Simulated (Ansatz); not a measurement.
# AlSiH (singlet): from Hartree-Fock to the top rungs at angle Si1–Al2–H3 = 156.2°, 6-31G

How much of the correlation energy of AlSiH (singlet) does each wave-function method recover here?

Program: Ansatz 0.2.0, Gaussian basis. Level of theory: 6-31G, core rule «outside noble gas», up to 10 orbitals frozen. These are calculated values, not measurements.

To be run: UHF; CCSD(T) on RHF; CCSD(T) on UHF; BCCD(T) on RHF; CISD; CCSDT(Q) on RHF; CCSDT(Q) on UHF; CCSDTQ on RHF; CCSDTQ on UHF; CASSCF and MRCISD+Q, 2 electrons in 2 orbitals; CASSCF and NEVPT2, 2 electrons in 2 orbitals; CASSCF and MRCISD+Q, 8 electrons in 9 orbitals; CASSCF and NEVPT2, 8 electrons in 9 orbitals; Full CI; Full CI in the symmetry of the determinant.

11 further runs of the same task are left out: 7 that didn't finish, 4 set aside as unsound or not needed.

## 1. What is computed

The geometry derives from a PBE0/def2-TZVP stationary point (not a proven minimum). One angle is set to the value named; bond lengths are kept.

3 atoms, charge 0, spin multiplicity 1.

Atoms are counted from 1 here; the program's logs count them from 0.

Bond lengths: Si1–Al2 2.354 Å, Al2–H3 1.595 Å. Angles: Si1–Al2–H3 156.2°.

Geometry (Å):

```
Si    0.2140    0.0000    2.0557
Al   -0.2714    0.0000   -0.2476
H     0.0574    0.0000   -1.8081
```

## 2. UHF

The input, in.yaml:

```yaml
crystal:
  periodic: [false, false, false]
  atoms:
    - {symbol: Si, position_ang: [0.213958, 0.000000, 2.055656]}
    - {symbol: Al, position_ang: [-0.271407, 0.000000, -0.247562]}
    - {symbol: H, position_ang: [0.057449, 0.000000, -1.808094]}
basis:
  gaussian: {orbitals: 6-31G}
magnetization: {spin_polarized: true, initial_magnetization: 0}
hamiltonian: {xc: hf}
output: {orbitals: {seedname: orbitals}}
```

Command:

```console
ansatz run in.yaml --threads 1 --pin off --events-out ev --progress --plain --max-ram 2393MiB
```

After this run come: CCSD(T) on RHF; CCSD(T) on UHF; BCCD(T) on RHF; CISD; CCSDT(Q) on RHF; CCSDT(Q) on UHF; CCSDTQ on RHF; CCSDTQ on UHF; CASSCF and MRCISD+Q, 2 electrons in 2 orbitals; CASSCF and NEVPT2, 2 electrons in 2 orbitals; CASSCF and MRCISD+Q, 8 electrons in 9 orbitals; CASSCF and NEVPT2, 8 electrons in 9 orbitals; Full CI; Full CI in the symmetry of the determinant.

Before running them: what should the planned runs give, taken together? Wanted: FCI below the RHF energy; RMP2 from FCI; RCCSD from FCI; RCCSD(T) from FCI; RCCSDT(Q) from FCI; NEVPT2 valence from FCI; MRCISD+Q valence from FCI; T1 diagnostic; effectively unpaired electrons.

The runs gave:

| quantity | value |
| --- | --- |
| FCI below the RHF energy | -2.9100 eV |
| RMP2 from FCI | +927.1 meV |
| RCCSD from FCI | +204.4 meV |
| RCCSD(T) from FCI | +112.4 meV |
| RCCSDT(Q) from FCI | +9.2 meV |
| NEVPT2 valence from FCI | +202.1 meV |
| MRCISD+Q valence from FCI | +2.4 meV |
| levels within 1 kcal/mol (43 meV) | RCCSDT(Q), RCCSDTQ, MRCISD valence, MRCISD+Q valence |
| T1 diagnostic | 0.033 |
| effectively unpaired electrons | 2.09 |

In words: RCCSD(T) misses by +112.4 meV, 3.9 % of the correlation energy. With 2.1 effectively unpaired electrons against 0 the state is strongly multireference. Coupled cluster on one determinant still stays close here. Of the multireference levels listed MRCISD+Q valence comes nearest in total energy (+2.4 meV), which doesn't show that its space is the better one. Coupled cluster took another determinant than the lowest Hartree-Fock one. These misses are within one basis, not against nature.
